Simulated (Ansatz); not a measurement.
in.yaml

```yaml
crystal:
  periodic: [false, false, false]
  atoms:
    - {symbol: B, position_ang: [0.000000, 0.000000, 1.726265]}
    - {symbol: Be, position_ang: [0.000000, 0.000000, -0.316133]}
    - {symbol: H, position_ang: [0.000000, 0.000000, -1.410133]}
basis:
  gaussian: {orbitals: cc-pVDZ}
magnetization: {spin_polarized: true, initial_magnetization: 0}
hamiltonian: {xc: hf}
output: {orbitals: {seedname: orbitals}}
```

```sh
$ ansatz run in.yaml --threads 1 --pin off --events-out ev --progress --plain --max-ram 2393MiB
```

(1) Roughly how long does this take on 1 thread of Arm Neoverse V2, shared host, and how much host memory?

```
305 factors; integrals over basis functions are off by at most 1.4e-3 eV
mean field evaluation 1: about -1079.3862 eV, gradient 7.2e0 eV
mean field evaluation 2: about -1079.4226 eV, gradient 7.3e0 eV
mean field evaluation 4: about -1080.2601 eV, gradient 5.5e-1 eV
mean field evaluation 8: about -1080.2682 eV, gradient 7.9e-4 eV
mean field evaluation 16: about -1080.8134 eV, gradient 1.8e-2 eV
mean field evaluation 32: about -1078.1912 eV, gradient 1.1e1 eV
mean field evaluation 64: about -1073.7394 eV, gradient 7.2e0 eV
mean field evaluation 96: about -1080.7570 eV, gradient 1.4e0 eV
mean field evaluation 128: about -1080.0687 eV, gradient 4.5e0 eV
mean field -1080.81347698 eV, -39.7191626775 hartree, gradient 1.8e-5 eV, S^2 0.846783; 9 other end points of the search recorded, 0 dependent functions left out
reference -1080.81347698 eV, -39.7191626775 hartree; 5, 5 occupied and 28, 28 virtual orbitals, 305 factors
Total energy: -1080.81347698 eV, -39.7191626775 hartree
```

Answers

(1) 0.3 s wall and 0.06 GiB.
